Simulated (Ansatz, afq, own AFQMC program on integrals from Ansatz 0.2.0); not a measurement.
AFQMC on a folder of integrals that Ansatz 0.2.0 wrote.

```yaml
crystal:
  periodic: [false, false, false]
  atoms:
    - {symbol: B, position_ang: [-1.334908, 0.000000, 0.000000]}
    - {symbol: H, position_ang: [-1.931642, 1.033571, 0.000000]}
    - {symbol: H, position_ang: [-1.931642, -1.033571, 0.000000]}
    - {symbol: H, position_ang: [-0.141443, 0.000000, 0.000000]}
    - {symbol: C, position_ang: [1.257092, 0.000000, 0.000000]}
    - {symbol: H, position_ang: [1.671560, 0.000000, 0.996161]}
    - {symbol: H, position_ang: [1.671560, 0.000000, -0.996161]}
basis:
  gaussian: {orbitals: cc-pVDZ}
magnetization: {spin_polarized: true, initial_magnetization: 2}
correlation: {method: ccsd_t, electrons: outside_noble_gas, hamiltonian_folder: ham}
```

```sh
$ ansatz run in.yaml --threads 1 --pin off --events-out ev --progress --plain --max-ram 16896MiB --backend cuda --devices 0, --max-vram 18GiB
```

afq runs on the folder ham with

```
--method phaseless --trial cisd --walkers 4000 --populations 20 --least-time 60 --time-step 0.005 --steps-per-block 50 --equilibration-blocks 28 --max-blocks 4000 --target-error 0.00021 --factor-cut 1e-05 --start spin_pure --seed 9186 --release-times 0.24,0.51,0.99,1.62,2.4 --release-step 0.03 --release-every 3 --taylor-order 6
```

Times are imaginary, in 1/Eh. The walk had a cap of 169 s. With eight or more populations the least sampling time is a fifth of least-time, and the error comes from their spread.

Log:

```
orbitals 51  electrons 7 5  factors 403 of 477
reference energy -65.26762106 Eh
CCSD correlation -0.24400693 Eh in 10 cycles, weight of the determinant in the CISD state 0.8939
energy of the start -65.510823 Eh
 block  time / (1/Eh)  mean weight  energy / Eh
     1     0.250  1.0002  -65.507735
     2     0.500  1.0001  -65.509801
     3     0.750  0.9996  -65.512069
     4     1.000  0.9994  -65.513547
     5     1.250  0.9999  -65.514933
    10     2.500  1.0000  -65.516773
    15     3.750  0.9998  -65.517467
    20     5.000  1.0002  -65.517893
    25     6.250  1.0002  -65.517136
    29     7.250  1.0000  -65.516636
    30     7.500  0.9999  -65.517355
    35     8.750  0.9999  -65.517007
    40    10.000  0.9996  -65.517330
    45    11.250  1.0001  -65.517659
    46    11.500  0.9997  -65.518319
    50    12.500  1.0000  -65.516881
    55    13.750  1.0004  -65.517312
    60    15.000  1.0000  -65.517139
    65    16.250  1.0002  -65.517371
    70    17.500  1.0000  -65.517160
    75    18.750  0.9999  -65.517702
    78    19.500  0.9999  -65.517534
error from the spread of 20 populations
released: time / (1/Eh)  energy / Eh  error  mean overlap
  0.24  -65.517388  0.000089  0.9995
  0.51  -65.517466  0.000066  0.9983
  0.99  -65.517433  0.000052  0.9988
  1.62  -65.517513  0.000099  0.9935
  2.40  -65.517408  0.000090  0.9913
energy -65.517289 +/- 0.000119 Eh
(rows thinned)
```

The run passed its tests (sampling time, drift between the halves within three errors, error under three times the target), which doesn't prove that it has relaxed.

Against this walk (error 3.2 meV) on the same determinant: CCSD(T) 26.7 meV higher, CCSDT(Q) 3.6 meV lower (within the noise). The error is statistical and leaves out the bias of the constraint. Released to 2.40 1/Eh the energy moves by -3 ± 4 meV (both errors), within twice the noise.

Cautions: constraint bias not in the error; lower spins were not checked.

The walk took 47 s on 1 × NVIDIA H100 80GB HBM3 with 2 threads of AMD EPYC 7R13 Processor (Zen 3), with other jobs on the host (the card was shared). The log's last line is the phaseless energy.

CCSDT and higher add their correlation energy to the determinant of the CCSD(T) run, since their own runs factorise the integrals more tightly (a shift of under 2 meV). A walk keeps the symmetry of its determinant, which the program's search chose and which needn't be the lowest solution, so a lower state of the same spin and another symmetry isn't excluded.
